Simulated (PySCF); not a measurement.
PySCF job for ClH, SMILES Cl, TDA-PBE/def2-TZVPD. Geometry optimised at B3LYP-D3(BJ)/def2-TZVPD.

```python
import numpy as np
from pyscf import gto, scf, dft, tdscf

mol = gto.M(
    atom='''
    Cl    0.00000000    0.00000000   -0.07125366
    H     0.00000000    0.00000000    1.21131227
    ''',
    basis='def2-TZVPD',
    charge=0,
    spin=0,
    symmetry=True,
    symmetry_subgroup='C2v',
    max_memory=1600,
    verbose=4,
)
mf = dft.RKS(mol, xc='pbe').density_fit(auxbasis='def2-universal-jkfit')
mf.grids.level = 3
mf.conv_tol = 1e-9
mf.max_cycle = 100
mf.kernel()
mf.grids = dft.Grids(mol).set(level=1).build(with_non0tab=True)  # coarser grid for the response kernel
td = tdscf.TDA(mf)
td.singlet = True
td.nstates = 10
td.conv_tol = 1e-4
td.positive_eig_threshold = 1e-6
td.kernel(x0=td.get_init_guess(mf, 15))
td.analyze()
tt = tdscf.TDA(mf)
tt.singlet = False
tt.nstates = 4
tt.conv_tol = 1e-4
tt.positive_eig_threshold = 1e-6
tt.kernel(x0=tt.get_init_guess(mf, 9))
tt.analyze(verbose=3)
```

Program output:

```
PySCF version 2.14.0

[INPUT] verbose = 4
[INPUT] num. atoms = 2
[INPUT] num. electrons = 18
[INPUT] charge = 0
[INPUT] spin (= nelec alpha-beta = 2S) = 0
[INPUT] symmetry True subgroup C2v
[INPUT] Mole.unit = angstrom
[INPUT] Symbol           X                Y                Z      unit          X                Y                Z       unit  Magmom
[INPUT]  1 Cl     0.000000000000   0.000000000000  -0.071253660000 AA    0.000000000000   0.000000000000  -0.134649902773 Bohr   0.0
[INPUT]  2 H      0.000000000000   0.000000000000   1.211312270000 AA    0.000000000000   0.000000000000   2.289048441625 Bohr   0.0

nuclear repulsion = 7.01407418926215
point group symmetry = Coov, use subgroup C2v
symmetry origin: [0.00000000e+00 0.00000000e+00 5.24923927e-09]
symmetry axis x: [1. 0. 0.]
symmetry axis y: [0. 1. 0.]
symmetry axis z: [0. 0. 1.]
num. orbitals of irrep A1 = 25
num. orbitals of irrep A2 = 4
num. orbitals of irrep B1 = 13
num. orbitals of irrep B2 = 13
number of shells = 21
number of NR pGTOs = 83
number of NR cGTOs = 55
basis = def2-TZVPD
ecp = {}


******** <class 'pyscf.df.df_jk.DFSymAdaptedRKS'> ********
method = DFSymAdaptedRKS
initial guess = minao
damping factor = 0
level_shift factor = 0
DIIS = <class 'pyscf.scf.diis.CDIIS'>
diis_start_cycle = 1
diis_space = 8
diis_damp = 0
SCF conv_tol = 1e-09
SCF conv_tol_grad = None
SCF max_cycles = 100
direct_scf = False
XC library pyscf.dft.libxc version 7.1.2
    S. Lehtola, C. Steigemann, M. J. T. Oliveira, and M. A. L. Marques,  SoftwareX 7, 1–5 (2018)
XC functionals = pbe
    J. P. Perdew, K. Burke, and M. Ernzerhof,  Phys. Rev. Lett. 77, 3865 (1996)
    J. P. Perdew, K. Burke, and M. Ernzerhof,  Phys. Rev. Lett. 78, 1396 (1997)
    J. P. Perdew, K. Burke, and M. Ernzerhof,  Phys. Rev. Lett. 77, 3865 (1996)
    J. P. Perdew, K. Burke, and M. Ernzerhof,  Phys. Rev. Lett. 78, 1396 (1997)
radial grids:
    Treutler-Ahlrichs [JCP 102, 346 (1995); DOI:10.1063/1.469408] (M4) radial grids

becke partition: Becke, JCP 88, 2547 (1988); DOI:10.1063/1.454033
pruning grids: <function nwchem_prune>
grids dens level: 3
symmetrized grids: True
atomic radii adjust function: <function treutler_atomic_radii_adjust>
small_rho_cutoff = 0
Freeze 0 electrons in irreps []
    18 free electrons in irreps A1 A2 B1 B2
Set gradient conv threshold to 3.16228e-05
Initial guess from minao.
tot grids = 28688
init E= -460.592432081262
HOMO (B2) = -0.33995440163944  LUMO (A1) = -0.040133773097228  gap/eV = 8.15853
cycle= 1 E= -460.617015818737  delta_E= -0.0246  |g|= 0.192  |ddm|= 0.766
HOMO (B2) = -0.253678075460263  LUMO (A1) = -0.0291080217117745  gap/eV = 6.11086
cycle= 2 E= -460.609943774263  delta_E= 0.00707  |g|= 0.264  |ddm|= 0.388
HOMO (B2) = -0.29290956769473  LUMO (A1) = -0.036293339774673  gap/eV = 6.98288
cycle= 3 E= -460.628255671417  delta_E= -0.0183  |g|= 0.025  |ddm|= 0.215
HOMO (B2) = -0.295986587083753  LUMO (A1) = -0.037542315361776  gap/eV = 7.03263
cycle= 4 E= -460.628331466456  delta_E= -7.58e-05  |g|= 0.0109  |ddm|= 0.0191
HOMO (B1) = -0.295329228026192  LUMO (A1) = -0.0368168625771332  gap/eV = 7.03448
cycle= 5 E= -460.628363203773  delta_E= -3.17e-05  |g|= 0.000849  |ddm|= 0.00706
HOMO (B1) = -0.295407856726797  LUMO (A1) = -0.0369192659500648  gap/eV = 7.03383
cycle= 6 E= -460.628363416675  delta_E= -2.13e-07  |g|= 5.15e-05  |ddm|= 0.000648
HOMO (B1) = -0.295403083875714  LUMO (A1) = -0.0369118186480861  gap/eV = 7.03391
cycle= 7 E= -460.628363417699  delta_E= -1.02e-09  |g|= 3.34e-06  |ddm|= 5.56e-05
HOMO (B2) = -0.29540411840023  LUMO (A1) = -0.0369127442583199  gap/eV = 7.03391
cycle= 8 E= -460.628363417704  delta_E= -4.21e-12  |g|= 4.74e-07  |ddm|= 4.04e-06
HOMO (B1) = -0.2954039703592  LUMO (A1) = -0.0369126040064103  gap/eV = 7.03391
Extra cycle  E= -460.628363417704  delta_E=    0  |g|= 4.38e-07  |ddm|= 7.57e-07
converged SCF energy = -460.628363417704
tot grids = 8792
Overwritten attributes  positive_eig_threshold  of <class 'pyscf.tdscf.rks.TDA'>


******** <class 'pyscf.tdscf.rks.TDA'> for <class 'pyscf.df.df_jk.DFSymAdaptedRKS'> ********
nstates = 10 singlet
deg_eia_thresh = 1.000e-03
wfnsym = None
conv_tol = 0.0001
eigh lindep = 1e-12
eigh level_shift = 0
eigh max_cycle = 100


Excitation energies (eV)
[7.28441134 7.28441134 9.09237269 9.09237269 9.25288167 9.25295521
 9.29859621 9.51288528 9.51288528 9.6959289 ]

** Singlet excitation energies and oscillator strengths **
Excited State   1:   B2      7.28441 eV    170.20 nm  f=0.0260
       9 -> 10        0.70325
Excited State   2:   B1      7.28441 eV    170.20 nm  f=0.0260
       8 -> 10        0.70325
Excited State   3:   B1      9.09237 eV    136.36 nm  f=0.0001
       8 -> 11       -0.67501
       8 -> 14       -0.20270
Excited State   4:   B2      9.09237 eV    136.36 nm  f=0.0001
       9 -> 11        0.67501
       9 -> 14        0.20270
Excited State   5:   A1      9.25288 eV    134.00 nm  f=0.0000
       8 -> 12        0.49992
       9 -> 13       -0.49992
Excited State   6:   A2      9.25296 eV    133.99 nm  f=0.0000
       8 -> 13        0.49992
       9 -> 12        0.49992
Excited State   7:   A2      9.29860 eV    133.34 nm  f=0.0000
       8 -> 13       -0.50000
       9 -> 12        0.50000
Excited State   8:   B1      9.51289 eV    130.33 nm  f=0.1353
       8 -> 11       -0.19394
       8 -> 14        0.67252
Excited State   9:   B2      9.51289 eV    130.33 nm  f=0.1353
       9 -> 11        0.19394
       9 -> 14       -0.67252
Excited State  10:   A1      9.69593 eV    127.87 nm  f=0.0028
       8 -> 12       -0.48832
       9 -> 13       -0.48832

** Transition electric dipole moments (AU) **
state          X           Y           Z        Dip. S.      Osc.
  1        -0.0000      0.3815      0.0000      0.1455      0.0260
  2         0.3815     -0.0000      0.0000      0.1455      0.0260
  3         0.0256      0.0000      0.0000      0.0007      0.0001
  4        -0.0000     -0.0256      0.0000      0.0007      0.0001
  5         0.0000      0.0000     -0.0000      0.0000      0.0000
  6        -0.0000     -0.0000     -0.0000      0.0000      0.0000
  7         0.0000      0.0000      0.0000      0.0000      0.0000
  8         0.7618     -0.0000      0.0000      0.5804      0.1353
  9        -0.0000     -0.7618      0.0000      0.5804      0.1353
 10         0.0000     -0.0000      0.1082      0.0117      0.0028

** Transition velocity dipole moments (imaginary part, AU) **
state          X           Y           Z        Dip. S.      Osc.
  1        -0.0000      0.1439      0.0000      0.0207      0.0516
  2         0.1439     -0.0000      0.0000      0.0207      0.0516
  3        -0.0261      0.0000      0.0000      0.0007      0.0014
  4        -0.0000      0.0261      0.0000      0.0007      0.0014
  5        -0.0000      0.0000     -0.0000      0.0000      0.0000
  6        -0.0000     -0.0000     -0.0000      0.0000      0.0000
  7         0.0000     -0.0000      0.0000      0.0000      0.0000
  8         0.2044     -0.0000      0.0000      0.0418      0.0797
  9        -0.0000     -0.2044     -0.0000      0.0418      0.0797
 10        -0.0000      0.0000      0.0485      0.0024      0.0044

** Transition magnetic dipole moments (imaginary part, AU) **
state          X           Y           Z
  1         0.2582      0.0000      0.0000
  2        -0.0000     -0.2582     -0.0000
  3        -0.0000      0.1541      0.0000
  4         0.1541      0.0000      0.0000
  5        -0.0000     -0.0000     -0.0000
  6        -0.0000      0.0000     -0.0000
  7         0.0000     -0.0000      0.0000
  8        -0.0000      0.2256     -0.0000
  9         0.2256      0.0000     -0.0000
 10         0.0000      0.0000      0.0000


******** <class 'pyscf.tdscf.rks.TDA'> for <class 'pyscf.df.df_jk.DFSymAdaptedRKS'> ********
nstates = 4 triplet
deg_eia_thresh = 1.000e-03
wfnsym = None
conv_tol = 0.0001
eigh lindep = 1e-12
eigh level_shift = 0
eigh max_cycle = 100


Excitation energies (eV)
[6.6985418  6.6985418  8.84487677 8.84487677]

** Triplet excitation energies and oscillator strengths **
Excited State   1:   B1      6.69854 eV    185.09 nm  f=0.0000
Excited State   2:   B2      6.69854 eV    185.09 nm  f=0.0000
Excited State   3:   B1      8.84488 eV    140.18 nm  f=0.0000
Excited State   4:   B2      8.84488 eV    140.18 nm  f=0.0000
```

Self-consistency was reached.

Cost: very roughly 4 core-seconds.
